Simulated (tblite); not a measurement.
C4H8F2.
Atom-mapped SMILES: `[CH3:1][C@H:2]([F:3])[CH2:4][CH2:5][F:6]` (hydrogens: H7, H8, H9 on C1; H10 on C2; H11, H12 on C4; H13, H14 on C5)

Computed with GFN2-xTB (tblite), gas phase: Langevin dynamics at 300 K from the optimised GFN2-xTB geometry, time step 0.5 fs, friction 0.01 fs⁻¹, 2000 steps. The instantaneous temperature is 2·E(kin)/(3Nk) with all 3N coordinates.

```tsv
t (fs)	T (K)	E(pot) above start (eV)	C1–C2 (Å)	C2–F3 (Å)	C2–C4 (Å)	C4–C5 (Å)	C5–F6 (Å)	C1–H7 (Å)	C1–C2–C4–C5 (°)
0	232	0.000	1.520	1.387	1.528	1.523	1.375	1.087	-174
50	219	0.182	1.498	1.383	1.542	1.521	1.378	1.111	-169
100	209	0.383	1.537	1.382	1.518	1.515	1.386	1.096	-154
150	197	0.462	1.542	1.400	1.575	1.573	1.405	1.103	-150
200	354	0.444	1.498	1.414	1.528	1.521	1.380	1.082	-144
250	312	0.627	1.498	1.311	1.518	1.539	1.371	1.111	-150
300	302	0.550	1.538	1.412	1.509	1.516	1.398	1.070	-151
350	321	0.599	1.551	1.429	1.600	1.524	1.348	1.110	-158
400	356	0.400	1.514	1.368	1.585	1.509	1.383	1.076	-158
450	302	0.474	1.520	1.383	1.540	1.532	1.405	1.104	-148
500	248	0.526	1.493	1.401	1.540	1.586	1.375	1.096	-146
550	332	0.613	1.451	1.401	1.557	1.473	1.374	1.086	-150
600	361	0.734	1.531	1.330	1.637	1.550	1.382	1.128	-149
650	356	0.570	1.501	1.478	1.498	1.466	1.350	1.053	-169
700	321	0.522	1.484	1.350	1.509	1.568	1.395	1.118	177
750	360	0.505	1.535	1.350	1.564	1.513	1.380	1.109	-170
800	314	0.417	1.537	1.402	1.533	1.525	1.361	1.063	-172
850	238	0.455	1.534	1.401	1.536	1.539	1.440	1.067	-161
900	246	0.487	1.576	1.397	1.525	1.539	1.347	1.088	-167
950	313	0.571	1.560	1.322	1.537	1.515	1.401	1.051	180
1000	286	0.449	1.547	1.439	1.510	1.538	1.415	1.106	-169
```

Question: From 500 fs on, how do temperature and potential energy compare with equipartition?

Answer: The mean temperature of these 11 frames is 307 K against the target 300 K, and the mean potential energy 0.53 eV against 36 × kT/2 = 0.47 eV for 36 classical harmonic modes. For 14 atoms in a canonical ensemble the temperature itself scatters by T·√(2/(3N)) = 65 K; here its standard deviation is 44 K. The whole run lasts only 10 friction times of 100 fs, so these averages carry a wide statistical error.

Question: What are the kinetic and total energies of the listed frame with the highest potential energy?

Answer: The one at 600 fs, 0.734 eV above the start. Its kinetic energy is 3NkT/2 = 0.654 eV at 361 K, so the sum is 1.39 eV; over the listed frames the sum runs from 0.42 to 1.39 eV, since the thermostat adds and removes energy.

Question: How much do the listed bonds fluctuate from 500 fs on?

Answer: 
```json
{"bond": "C1–C2", "at the start (Å)": "1.520", "mean (Å)": "1.523", "standard deviation (Å)": "0.035"}
{"bond": "C2–F3", "at the start (Å)": "1.387", "mean (Å)": "1.388", "standard deviation (Å)": "0.045"}
{"bond": "C2–C4", "at the start (Å)": "1.528", "mean (Å)": "1.541", "standard deviation (Å)": "0.036"}
{"bond": "C4–C5", "at the start (Å)": "1.523", "mean (Å)": "1.528", "standard deviation (Å)": "0.034"}
{"bond": "C5–F6", "at the start (Å)": "1.375", "mean (Å)": "1.384", "standard deviation (Å)": "0.027"}
{"bond": "C1–H7", "at the start (Å)": "1.087", "mean (Å)": "1.088", "standard deviation (Å)": "0.025"}
```

The motion is classical and holds no zero-point motion.

The cost below is that of the whole dynamics run. Time: 8.0 s; peak memory 0.17 GiB. Hardware: one thread, Arm Neoverse V1 (aarch64), no GPU, shared host with 32 logical CPUs at a one-minute load of 27.
